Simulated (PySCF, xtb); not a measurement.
difluoromethane (CH2F2), SMILES FCF.

xtb with GFN2-xTB at its own geometry gives an orbital gap of 14.72 eV and a dipole moment of 2.49 D.

The structure is a stationary point at TPSSh-D3(BJ)/def2-TZVP.

### Question
What does CAM-B3LYP/def2-TZVPD (PySCF) give? (An estimate is asked for; the answer gives what the named calculation found.)

### Answer
gap 12.53 eV (levels -11.61 and 0.92 eV), dipole 2.03 D.
